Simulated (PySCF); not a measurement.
Can point charges reproduce the dipole moment of `CBN` (CH6BN)?

Coordinates (PBE0-D3(BJ)/def2-SVP, Å) and charges (e) from the PBE0/pcSseg-1 density (PySCF):

```csv
atom,x,y,z,Mulliken,IAO,Hirshfeld,ESP-fitted
C1,-1.133,-0.151,-0.033,-0.5301,-0.5696,-0.1976,-0.6395
B2,0.297,0.472,-0.241,+0.2528,+0.1403,+0.1343,+0.6015
N3,1.466,-0.230,0.048,-0.4477,-0.5255,-0.2342,-1.0015
H4,-1.132,-1.172,0.381,+0.1038,+0.1293,+0.0307,+0.1444
H5,-1.734,0.490,0.634,+0.1268,+0.1543,+0.0414,+0.1373
H6,-1.678,-0.171,-0.992,+0.1271,+0.1548,+0.0417,+0.1393
H7,0.424,1.603,-0.669,-0.0174,-0.0155,-0.0758,-0.1788
H8,1.469,-1.175,0.412,+0.1859,+0.2616,+0.1284,+0.4053
H9,2.390,0.159,-0.081,+0.1988,+0.2702,+0.1311,+0.3921
```

Problem. Compute μ = Σ q r for each scheme (1 e·Å = 4.803 D) and compare with the dipole of the full density.

Solution. The full density gives (1.25, -1.03, 0.42) D, 1.68 D in size; dipole vectors point from the negative to the positive end.

```csv
scheme,μx,μy,μz,size (D),share of the full size (%),angle to the full dipole (°)
Mulliken,1.01,0.03,0.01,1.01,60,43
IAO,1.28,-0.57,0.24,1.42,85,16
Hirshfeld,1.03,-0.61,0.25,1.22,73,9
ESP-fitted,1.23,-1.04,0.42,1.66,99,1
```

Problem. Which set comes closest?

Solution. Length of the difference vector: ESP-fitted 0.02 D, IAO 0.50 D, Hirshfeld 0.51 D, Mulliken 1.17 D. Closest: ESP-fitted. 

Problem. What is left for the Hirshfeld atoms' own dipoles?

Solution. The Hirshfeld atoms' densities add up to the full density, so μ = Σ q r + Σ (atomic dipoles). The atomic dipoles sum to (1.25, -1.03, 0.42) − (1.03, -0.61, 0.25) = (0.22, -0.42, 0.17) D, 0.51 D in size.

Problem. With the origin at the mean of the coordinates, (0.041, -0.020, -0.060) Å, which are the largest single terms, by size, of the Mulliken dipole along the direction of the full one?

Solution. N3 -2.63, C1 +2.01, H8 +1.69, H9 +1.57, H5 -0.89 D; all 9 atoms together +0.74 D. The single terms depend on the origin, their sum doesn't.

Problem. Give the size of the full dipole in other units.

Solution. 1.68 D = 0.659 au = 0.349 e·Å = 5.59 × 10⁻³⁰ C·m.

Isolated species at its PBE0-D3(BJ)/def2-SVP geometry, gas phase.

Conformer computed: `[CH3:1][BH:2][NH2:3]`: H–N3–B2–C1 0°, H–N3–B2–C1 180°.
